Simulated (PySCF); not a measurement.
# Unknown compound

An unknown has the formula C2H3NO. Its calculated NMR data are:

¹H NMR (600 MHz, computed): δ 13.09 (br s, 1H), 9.24 (d, J = 8.3 Hz, 1H), 8.05 (d, J = 8.3 Hz, 1H).

¹³C{¹H} NMR (computed): δ 193.1 (CH), 172.9 (CH).

- spin–spin couplings from B3LYP/pcJ-1
- NMR shieldings at PBE0/pcSseg-1/GIAO
- GFN2-xTB geometry
- code: PySCF 2.14.0 with density-fitted response routines
- a single conformation, gas phase, non-relativistic

δ = σ(ref) − σ, references computed at the same level: ¹H and ¹³C vs TMS.

Problem. Propose a structure and justify it.

Solution. 
The formula gives 2 degrees of unsaturation (no ring in the answer). 2 carbon signals for 2 carbons: no two carbons are equivalent. Carbon types of the structure: 2 × CH, leaving 1 H on heteroatoms. δC 193.1: aldehyde carbonyl carbon; the double bond to the heteroatom, with no lone-pair donor beside it, deshields it most. δC 172.9: C=N carbon. δH 13.09: hydrogen on an imine nitrogen; exchangeable, gas-phase position. δH 9.24: hydrogen on an aldehyde carbonyl carbon; the C=O anisotropy and electron withdrawal place aldehyde protons far downfield. δH 8.05: hydrogen on a C=N carbon. The protons at 8.05 and 9.24 share a coupling of 8.3 Hz (vicinal).

The compound is SMILES [H]/N=C\C=O.

OH/NH shifts are gas-phase values; hydrogen bonding in solution moves them, usually downfield. Splittings below 1 Hz are ignored in the labels, and close J values are merged. Unscaled 3J(H,H) at this level run about 10 % above measured values. Shifts are as computed. Against solution values, carbons near 30 ppm lie about +3 ppm off and those near 130 ppm about +5 ppm. Of 1211 compounds with measured shifts, 218 miss one by over three times the rms of a fit or turn the order of signals round; such compounds aren't used in these exercises. Couplings to exchangeable protons are dropped.
